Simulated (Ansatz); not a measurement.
Reaction (SMILES): F (HF) → [F-] + H+
B3LYP-D3(BJ)/def2-TZVP geometries, fixed; electronic energies without zero-point terms.
Largest species:
```xyz
2

F      0.0000     0.0000    -0.0925
H      0.0000     0.0000     0.8321
```

Basis-set convergence of the deprotonation energy at HF with Ansatz (a quantum-chemistry and plane-wave program). Cartesian d functions, on some or all atoms, in 6-31G*, 6-31+G*; all else is spherical. No added dispersion term, no relativity. Functions are those of the species that has most. Reference: the value in aug-cc-pV5Z, 383.34 kcal/mol, itself unsure by roughly 0.06 kcal/mol (its mean distance from aug-pcseg-3, aug-cc-pVQZ, def2-QZVPPD). Deviations are taken from unrounded values.

| basis | functions | deprotonation energy (kcal/mol) |
|---|---|---|
| 6-31G* | 17 | 409.27 |
| 6-31+G* | 21 | 374.08 |
| cc-pVDZ | 19 | 409.82 |
| aug-cc-pVDZ | 32 | 379.53 |
| def2-SVP | 19 | 408.90 |
| def2-SVPD | 31 | 379.40 |
| pcseg-1 | 19 | 394.99 |
| aug-pcseg-1 | 32 | 377.75 |
| 6-311G** | 24 | 403.49 |
| 6-311+G** | 28 | 380.71 |
| def2-TZVP | 37 | 388.91 |
| def2-TZVPD | 49 | 381.98 |
| cc-pVTZ | 44 | 397.40 |
| aug-cc-pVTZ | 69 | 382.70 |
| pcseg-2 | 44 | 386.35 |
| aug-pcseg-2 | 69 | 382.85 |
| def2-TZVPP | 45 | 390.16 |
| def2-TZVPPD | 57 | 382.85 |
| cc-pVQZ | 85 | 390.71 |
| aug-cc-pVQZ | 126 | 383.20 |
| def2-QZVPP | 87 | 385.66 |
| def2-QZVPPD | 99 | 383.31 |
| pcseg-3 | 93 | 383.75 |
| aug-pcseg-3 | 134 | 383.36 |
| cc-pV5Z | 146 | 385.65 |
| aug-cc-pV5Z | 207 | 383.34 |

What the diffuse functions change, pair by pair:
- 6-31G* to 6-31+G*: 4 more functions, deviation 25.93 to -9.25 kcal/mol
- cc-pVDZ to aug-cc-pVDZ: 13 more functions, deviation 26.48 to -3.81 kcal/mol
- def2-SVP to def2-SVPD: 12 more functions, deviation 25.57 to -3.94 kcal/mol
- pcseg-1 to aug-pcseg-1: 13 more functions, deviation 11.65 to -5.59 kcal/mol
- 6-311G** to 6-311+G**: 4 more functions, deviation 20.16 to -2.63 kcal/mol
- def2-TZVP to def2-TZVPD: 12 more functions, deviation 5.57 to -1.36 kcal/mol
- cc-pVTZ to aug-cc-pVTZ: 25 more functions, deviation 14.06 to -0.64 kcal/mol
- pcseg-2 to aug-pcseg-2: 25 more functions, deviation 3.02 to -0.49 kcal/mol
- def2-TZVPP to def2-TZVPPD: 12 more functions, deviation 6.82 to -0.49 kcal/mol
- cc-pVQZ to aug-cc-pVQZ: 41 more functions, deviation 7.37 to -0.13 kcal/mol
- def2-QZVPP to def2-QZVPPD: 12 more functions, deviation 2.32 to -0.03 kcal/mol
- pcseg-3 to aug-pcseg-3: 41 more functions, deviation 0.41 to 0.03 kcal/mol
- cc-pV5Z to aug-cc-pV5Z: 61 more functions, deviation 2.32 to 0.00 kcal/mol

Leaving out the reference's own pair, they bring the value nearer the reference by more than 0.06 kcal/mol in 12 of 12 pairs.
